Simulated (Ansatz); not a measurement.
HBMg, singlet in cc-pVDZ: errors against full CI

Geometry: a point of a breathe scan, not a stationary point.

```xyz
3

B     0.0000   -0.3809    3.1912
Mg    0.0000    0.0906   -1.5912
H     0.0000    1.9002    4.1405
```

Basis cc-pVDZ; Ansatz 0.2.0. Correlated methods freeze the noble-gas cores, which leaves 6 electrons in 31 orbitals. Prefix R: restricted or restricted open-shell reference; prefix U: unrestricted. Active spaces: pair = (2e, 2o) about the gap; valence = (6e, 9o) chosen from the atoms' valence shells. The metal's outer-core shells are frozen, which leaves out core–valence correlation.

Full CI is exact within this basis and frozen core; it isn't the basis-set limit. The frozen core follows each run's orbitals, which can shift R against U totals by a few meV.

Unrestricted rows (U) aren't spin-pure: their determinants' ⟨S²⟩ exceeds S(S+1) by up to 0.83, so they mix in states of higher spin.

```
UHF ⟨S²⟩                          : 0.833
T1 diagnostic (RCCSD)             : 0.0520
largest doubles amplitude (RCCSD) : 0.191
```

```
                   level  E − E(full CI) (mEh)  share of correlation (%)  wall time
                     RHF                157.43                      0.00          –
                     UHF                115.51                     26.63          –
                    RMP2                 62.92                     60.03          –
                    UMP2                 53.48                     66.03          –
                    CISD                 22.67                     85.60     0.66 s
                   RCCSD                  5.48                     96.52          –
                   UCCSD                  7.60                     95.17          –
                RCCSD(T)                  0.72                     99.54      1.5 s
                UCCSD(T)                  3.67                     97.67      7.5 s
                 BCCD(T)                  1.08                     99.31      1.6 s
                  RCCSDT                 -0.06                    100.04          –
                  UCCSDT                  0.10                     99.94          –
               RCCSDT(Q)                 -0.06                    100.04      3.2 s
               UCCSDT(Q)                 -0.18                    100.11       16 s
     CASSCF (pair space)                 99.49                     36.80          –
     NEVPT2 (pair space)                 35.57                     77.41      1.1 s
  CASSCF (valence space)                 31.62                     79.92          –
  NEVPT2 (valence space)                  9.99                     93.65      3.2 s
  MRCISD (valence space)                  1.21                     99.23          –
MRCISD+Q (valence space)                  0.48                     99.70      4.6 s
```

The correlation energy at full CI, counted from RHF, is -4.284 eV. That run took 62 s on 1 thread of Intel Xeon, shared host over 10,116,793 determinants.

Times hold each run's SCF and search for its determinant on a shared host, so for small cases they say little of a method's own cost; they ran on 1 thread of Intel Xeon.

The full-CI state has the irrep A' of Cs, in the program's axes.

Natural occupations of full CI about the gap: 1.878 1.860 1.689 0.296 0.055 0.054 0.045 0.045 0.044 0.008; effectively unpaired electrons, Σ n²(2−n)², 0.70.
